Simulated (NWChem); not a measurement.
methylamine (CH5N); SMILES CN

Results from NWChem. Coordinates come from a PBE0/def2-SVP optimisation.

For level PBE/STO-3G:

- highest occupied level (eV): -1.93
- orbital gap (eV): 10.94
- dipole (D): 1.43

Question: How do the values read with level PBE/def2-SVP instead?

Answer: highest occupied level (eV): -4.87
orbital gap (eV): 5.91
dipole (D): 1.27
